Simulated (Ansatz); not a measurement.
fcc Rh

Computed with HSE06 (Ansatz, a first-principles code, plane waves, PAW).

Run with plane-wave cutoff 500 eV, 10×10×1 k mesh (along the axes of the cell as run), Fermi–Dirac smearing 0.1 eV, scalar-relativistic PAW data made under PBE.

Cell: relaxed with r²SCAN.

```
Property                              Value
--------------------------------  ---------
surface energy of the (100) face  2.69 J/m²
work function of the (100) face     5.16 eV
```

Note: exact exchange on metals is sensitive to the k mesh and can open a false gap.

The slab of 6 atoms is relaxed and unreconstructed.

Static lattice: no zero-point or thermal effects.

It cost about 20 core-minutes (a rough figure) of CPU time.
